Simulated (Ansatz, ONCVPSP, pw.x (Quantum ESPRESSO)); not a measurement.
# pw.x on fcc W: one setting changed

Potential: optimised norm-conserving Vanderbilt (ONCV), ONCVPSP 4.0.1.1 (patched build), PBEsol; core [Kr] 4d10 4f14, reference 5s2 5p6 5d4 6s2; waves: 5s+6s: rc 1.70 bohr, ncon 3, nbas 6, qcut 8.8 1/bohr, 2 projectors; 5p: rc 2.05 bohr, ncon 5, nbas 10, qcut 5.3 1/bohr, 2 projectors, debl 2.3 Ha; 5d: rc 1.70 bohr, ncon 3, nbas 7, qcut 9.3 1/bohr, local; local part: the d channel; core correction: none.

The reference run (k-mesh 14³, cutoffs 65/260 Ry, Fermi–Dirac 0.01 Ry, mixing_beta 0.4, conv_thr 1e-9, no spin) gives -2.21 GPa at 15.995 Å³/atom, where all-electron LAPW gives 0.14 GPa. This run, with its own iteration cap, changes k-mesh points per axis to 8.

```
&control
  calculation='scf', prefix='x', pseudo_dir='./', outdir='./tmp', tstress=.true., disk_io='none'
/
&system
  ibrav=0, nat=1, ntyp=1, ecutwfc=65, ecutrho=260, nbnd=15,
  occupations='smearing', smearing='fd', degauss=0.01
/
&electrons
  conv_thr=1e-09, mixing_beta=0.4, electron_maxstep=60
/
ATOMIC_SPECIES
W 1.0 W.UPF
CELL_PARAMETERS angstrom
  0.00000000 1.99979164 1.99979164
  1.99979164 0.00000000 1.99979164
  1.99979164 1.99979164 0.00000000
ATOMIC_POSITIONS crystal
W 0.0000 0.0000 0.0000
K_POINTS automatic
8 8 8 0 0 0
```

```bash
pw.x < W.scf.in > W.scf.out
```

Q: How does the run end?

A: It converges in 7 iterations; the free energy moves by -12.6 meV/atom and the pressure by +0.16 GPa.

```
Message from routine setup:
     using ibrav=0 with symmetry is DISCOURAGED, use correct ibrav instead
     lattice parameter (alat)  =       5.3444  a.u.
     unit-cell volume          =     107.9396 (a.u.)^3
     number of electrons       =        14.00
     number of Kohn-Sham states=           15
     kinetic-energy cutoff     =      65.0000  Ry
     charge density cutoff     =     260.0000  Ry
     scf convergence threshold =      1.0E-09
     Exchange-correlation= PBESOL
     number of k points=    29  Fermi-Dirac smearing, width (Ry)=  0.0100
     iteration #  1     ecut=    65.00 Ry     beta= 0.40
     total energy              =    -137.28981572 Ry
     estimated scf accuracy    <       0.03644051 Ry
     iteration #  2     ecut=    65.00 Ry     beta= 0.40
     total energy              =    -137.28993122 Ry
     estimated scf accuracy    <       0.00548393 Ry
     iteration #  3     ecut=    65.00 Ry     beta= 0.40
     total energy              =    -137.29059033 Ry
     estimated scf accuracy    <       0.00028064 Ry
     iteration #  4     ecut=    65.00 Ry     beta= 0.40
     total energy              =    -137.29060579 Ry
     estimated scf accuracy    <       0.00000561 Ry
     iteration #  5     ecut=    65.00 Ry     beta= 0.40
     total energy              =    -137.29060742 Ry
     estimated scf accuracy    <       0.00000042 Ry
     iteration #  6     ecut=    65.00 Ry     beta= 0.40
     total energy              =    -137.29060750 Ry
     estimated scf accuracy    <          8.6E-09 Ry
     iteration #  7     ecut=    65.00 Ry     beta= 0.40
     the Fermi energy is    21.5339 ev
!    total energy              =    -137.29060750 Ry
     estimated scf accuracy    <          2.8E-10 Ry
     smearing contrib. (-TS)   =      -0.00522125 Ry
     The total energy is F=E-TS. E is the sum of the following terms:
     one-electron contribution =     -19.76757756 Ry
     hartree contribution      =      16.60128748 Ry
     xc contribution           =     -15.22268782 Ry
     ewald contribution        =    -118.89640834 Ry
     convergence has been achieved in   7 iterations
          total   stress  (Ry/bohr**3)                   (kbar)     P=      -20.53
     Message from routine punch:
     Nothing written, as per user request (disk_io='none')
```

The run took about 2.6 s on one core of a shared host (AMD EPYC 9R45 96-Core Processor, 96 threads, 376 GiB, load 45).
